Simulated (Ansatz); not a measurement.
# BH3SSi: how energies converge with the basis set

How large a basis does BH3SSi need? Two functionals are run in growing sets.

The runs use Ansatz 0.2.0, Gaussian basis; one geometry, several basis sets.

The runs, in order: PBE0-D4/def2-SVP; ωB97M-V/def2-SVP; PBE0-D4/def2-QZVPP; ωB97M-V/def2-QZVPP; the functionals' def2-TZVPP values are taken from earlier runs.

1 further run of the same task is left out (it didn't finish).

**1. The relaxed structure**

The geometry comes from an earlier relaxation with PBE0-D4 in a triple-zeta def2 set; it is a stationary point.

SMILES `B1[SiH2]S1`, 6 atoms, charge 0, spin multiplicity 1.

Atoms are counted from 1 here; the program's logs count them from 0.

Bond lengths: B1–Si2 1.933 Å, B1–S3 1.764 Å, B1–H4 1.184 Å, Si2–S3 2.169 Å, Si2–H5 1.481 Å, Si2–H6 1.481 Å. Angles: Si2–B1–S3 71.7°, Si2–B1–H4 155.2°, S3–B1–H4 133.2°, B1–Si2–S3 50.6°, B1–Si2–H5 123.9°, B1–Si2–H6 123.9°, S3–Si2–H5 114.0°, S3–Si2–H6 114.0°, H5–Si2–H6 111.7°, B1–S3–Si2 57.8°.

**2. PBE0-D4 in def2-SVP**

in.yaml

```yaml
crystal:
  periodic: [false, false, false]
  atoms:
    - {symbol: B, position_ang: [-0.761218, -0.831486, -0.318604]}
    - {symbol: Si, position_ang: [0.320371, 0.707009, 0.126624]}
    - {symbol: S, position_ang: [0.800993, -1.403028, 0.269460]}
    - {symbol: H, position_ang: [-1.734393, -1.385934, -0.702873]}
    - {symbol: H, position_ang: [1.147189, 1.447200, -0.854684]}
    - {symbol: H, position_ang: [0.269157, 1.402138, 1.433776]}
basis:
  gaussian: {orbitals: def2-SVP}
hamiltonian: {xc: pbe0, dispersion: d4}
output: {orbitals: {seedname: orbitals}}
```

Launch:

```
> ansatz run in.yaml --threads 2 --pin off --events-out ev --progress --plain --max-ram 4352MiB
```

The runs that follow: ωB97M-V in def2-SVP; PBE0-D4 in def2-QZVPP; ωB97M-V in def2-QZVPP.

**Question.** What will the summary of the whole plan be? Wanted: PBE0-D4: double and triple zeta above quadruple; ωB97M-V: double and triple zeta above quadruple.

The runs gave:

| quantity | value |
| --- | --- |
| PBE0-D4: double and triple zeta above quadruple | 7.88, 0.63 eV |
| ωB97M-V: double and triple zeta above quadruple | 7.87, 0.58 eV |

For PBE0-D4 the step from double to triple zeta gains 7.25 eV and the next only 0.63 eV. Total energies overstate the basis error of differences, where much of it tends to cancel.
